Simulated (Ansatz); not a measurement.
# NiO: how well frozen cores do

Aim: solve NiO at one geometry with all-electron LAPW, frozen-core PAW and datasets made for this crystal, and see where they agree.

Program: Ansatz 0.2.0. Level of theory: DFT PBE, scalar-relativistic. These are calculated values, not measurements.

1 further run of the same task is left out (set aside as unsound or not needed).

## Step 1: The starting structure

Symmetry: Fm-3m, No. 225, cubic system. Conventional cell: a = 4.217 Å, b = 4.217 Å, c = 4.217 Å, α = 90.00°, β = 90.00°, γ = 90.00°. Ni (site symmetry m-3m) is surrounded by 6 O at 2.11 Å. O (site symmetry m-3m) is surrounded by 6 Ni at 2.11 Å.

Structure file:

```
Ni O
1.0
     0.00000    2.10848    2.10848
     2.10848    0.00000    2.10848
     2.10848    2.10848    0.00000
Ni O
1 1
Direct
  0.00000 0.00000 0.00000
  0.50000 0.50000 0.50000
```

The structure (rocksalt type) was typed from a prototype and relaxed by PAW; whether it is the ground state wasn't tested.

Atoms are numbered in the order of the input: Ni1, O2.

## Step 2: All-electron LAPW

input.yaml

```yaml
crystal:
  lattice:
    - [0.0, 2.1084809331, 2.1084809331]
    - [2.1084809331, 0.0, 2.1084809331]
    - [2.1084809331, 2.1084809331, 0.0]
  atoms:
    - { symbol: Ni, position: [0.0, 0.0, 0.0], spin: 1.5 }
    - { symbol: O, position: [0.5, 0.5, 0.5] }
magnetization:
  spin_polarized: true
kpoints:
  mp_grid: { grid: [16, 16, 16] }
  band_path:
    path:
      - [0.0, 0.0, 0.0]
      - [0.5, 0.0, 0.5]
      - [0.625, 0.25, 0.625]
      - [0.375, 0.375, 0.75]
      - [0.0, 0.0, 0.0]
      - [0.5, 0.5, 0.5]
      - [0.5, 0.25, 0.75]
      - [0.5, 0.0, 0.5]
    npoints: 8
scf:
  occupations: { method: fermi_dirac, width: 0.03 }
hamiltonian:
  xc: pbe
  pseudopotentials: { kind: all_electron, lapw: { basis_error: 0.001 } }
output:
  forces: true
  stress: true
  eigenvalues: true
  populations: true
  dos: { projected: true, de: 0.2, e_range: [-14, 8] }
```

## Step 3: Frozen-core PAW

input.yaml: that of step 2 with these lines changed.

```diff
@@ -27,3 +27,3 @@
   xc: pbe
-  pseudopotentials: { kind: all_electron, lapw: { basis_error: 0.001 } }
+  pseudopotentials: { kind: paw }
 output:
@@ -32,3 +32,5 @@
   eigenvalues: true
+  efg: { contact_densities: true }
   populations: true
+  bader: true
   dos: { projected: true, de: 0.2, e_range: [-14, 8] }
```

## Step 4: Datasets made for this crystal

input.yaml: that of step 3 with these lines changed.

```diff
@@ -27,3 +27,3 @@
   xc: pbe
-  pseudopotentials: { kind: paw }
+  pseudopotentials: { kind: all_electron, datasets: crystal }
 output:
@@ -33,4 +33 @@
   efg: { contact_densities: true }
-  populations: true
-  bader: true
-  dos: { projected: true, de: 0.2, e_range: [-14, 8] }
```

(Steps that only read results are left out.)

**Question.** What will these runs give? Wanted: pressure; gap; spin moments; Bader charges.

The runs gave:

```
           quantity                                           value
           pressure  LAPW 0.42, PAW 0.00, crystal datasets 0.41 GPa
         gap (LAPW)                                            none
spin moments (LAPW)                            Ni1 1.53, O2 0.30 μB
Bader charges (PAW)                           Ni1 +1.15, O2 -1.15 e
```

What this shows: The pressure is within half a GPa of zero, so the volume is close to equilibrium at this level. Bands cross the Fermi level: the crystal is a metal at this level. Ni 3d carries the largest share, 68 %, of the projected states within 0.3 eV of the Fermi level. The projection holds only the free atom's occupied shells (Ni 4s, Ni 3d, O 2s, O 2p in this range). In pressure, PAW differs from LAPW by -0.41 GPa. Site moments are counted in spheres whose radii differ between the methods. The price, with the outputs that each input asks for: 64 s for LAPW against 23 s for PAW, about 2.7 to one. Other magnetic orders may lie lower; this is the state that the run reached. With one magnetic atom in the cell only ferromagnetic order fits; the real order can differ. No U acts on the open 3d shell, so the metal found here may be the functional's error.
